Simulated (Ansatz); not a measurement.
# A relaxation, step by step

C2H6O, closed shell, r2SCAN-D4/def2-SVP (Ansatz 0.2.0). Settings:

```yaml
hamiltonian: {xc: r2scan, dispersion: d4}
relax: {f_tol: 0.03, max_steps: 60, escape_saddle: false}
```

Start, the saddle point found with PBE0-D4 in triple zeta (not stationary at another level):

| atom | x (Å) | y (Å) | z (Å) |
| --- | --- | --- | --- |
| O1 | -1.0909 | -0.9795 | 0.2383 |
| C2 | -0.1161 | 0.2915 | -0.6365 |
| H3 | -0.9583 | 0.9208 | -0.8995 |
| H4 | 0.2676 | -0.3039 | -1.4594 |
| C5 | 0.7067 | 0.6064 | 0.4687 |
| H6 | 0.5060 | 1.5204 | 1.0151 |
| H7 | 1.7397 | 0.2783 | 0.4507 |
| H8 | -0.1811 | -0.4596 | 0.8801 |
| H9 | -0.8737 | -1.8745 | -0.0574 |

```
step  energy less the last (meV)  largest force component (eV/Å)
   1                      2948.9                           0.386
   2                      2935.5                           0.191
   3                      2932.7                           0.119
   4                      2911.2                           0.504
   5                      2852.9                           1.053
   6                      2664.5                           1.806
   7                      1568.4                           2.197
   8                       978.4                           2.071
   9                       416.2                           1.515
  10                       208.3                           0.527
  11                       183.4                           0.312
  12                       116.5                           0.239
  13                        76.1                           0.703
  14                        10.9                           0.322
  15                         1.1                           0.064
  16                         0.8                           0.092
  17                         0.0                           0.026
```

Step 8, positions (Å) and forces (eV/Å):

```json
{"atom": "O1", "x": "-1.216", "y": "-0.950", "z": "0.024", "Fx": "1.740", "Fy": "0.027", "Fz": "-2.071"}
{"atom": "C2", "x": "-0.252", "y": "0.137", "z": "-0.608", "Fx": "-1.912", "Fy": "-1.593", "Fz": "0.627"}
{"atom": "H3", "x": "-0.994", "y": "0.910", "z": "-0.935", "Fx": "0.753", "Fy": "-0.274", "Fz": "0.175"}
{"atom": "H4", "x": "0.221", "y": "-0.345", "z": "-1.504", "Fx": "-0.109", "Fy": "0.510", "Fz": "0.546"}
{"atom": "C5", "x": "0.649", "y": "0.492", "z": "0.586", "Fx": "-0.361", "Fy": "0.121", "Fz": "-0.017"}
{"atom": "H6", "x": "0.542", "y": "1.555", "z": "0.969", "Fx": "0.067", "Fy": "-1.003", "Fz": "-0.438"}
{"atom": "H7", "x": "1.740", "y": "0.247", "z": "0.453", "Fx": "-0.842", "Fy": "0.067", "Fz": "0.144"}
{"atom": "H8", "x": "0.074", "y": "-0.236", "z": "1.232", "Fx": "1.413", "Fy": "0.933", "Fz": "0.620"}
{"atom": "H9", "x": "-0.765", "y": "-1.809", "z": "-0.217", "Fx": "-0.748", "Fy": "1.212", "Fz": "0.414"}
```

Step 9, positions (Å) and forces (eV/Å):

```tsv
atom	x	y	z	Fx	Fy	Fz
O1	-1.175	-0.895	-0.051	-0.652	-1.515	-0.925
C2	-0.304	0.075	-0.578	-0.366	0.329	-0.197
H3	-0.962	0.913	-0.914	0.483	-0.188	0.058
H4	0.246	-0.311	-1.473	-0.174	0.277	0.284
C5	0.601	0.454	0.577	0.321	0.111	0.651
H6	0.488	1.516	0.881	0.289	-0.301	-0.066
H7	1.666	0.197	0.403	-0.200	0.245	0.160
H8	0.183	-0.198	1.395	0.720	0.763	-0.257
H9	-0.743	-1.749	-0.238	-0.420	0.280	0.292
```

Step 14, positions (Å) and forces (eV/Å):

| atom | x | y | z | Fx | Fy | Fz |
| --- | --- | --- | --- | --- | --- | --- |
| O1 | -1.069 | -1.135 | -0.360 | -0.018 | 0.055 | 0.053 |
| C2 | -0.399 | 0.100 | -0.542 | -0.286 | -0.259 | -0.322 |
| H3 | -1.189 | 0.867 | -0.613 | -0.002 | -0.022 | 0.024 |
| H4 | 0.138 | 0.108 | -1.512 | 0.068 | 0.112 | -0.047 |
| C5 | 0.544 | 0.409 | 0.589 | 0.215 | 0.190 | 0.320 |
| H6 | 0.958 | 1.431 | 0.510 | -0.021 | -0.117 | 0.009 |
| H7 | 1.396 | -0.295 | 0.596 | -0.049 | 0.031 | 0.060 |
| H8 | 0.009 | 0.320 | 1.551 | 0.106 | 0.031 | -0.065 |
| H9 | -0.387 | -1.805 | -0.219 | -0.014 | -0.022 | -0.032 |

Last step (17):

```
9
angstrom
O -1.0621 -1.1522 -0.3502
C -0.4092 0.0868 -0.5304
H -1.2097 0.8434 -0.5853
H 0.1275 0.1276 -1.5024
C 0.5468 0.4213 0.6025
H 1.0030 1.4151 0.4655
H 1.3670 -0.3156 0.6573
H 0.0160 0.4089 1.5672
H -0.3794 -1.8353 -0.3244
```

The run took about 22 s on 2 CPU threads of an Intel Xeon Platinum 8223CL (shared host).
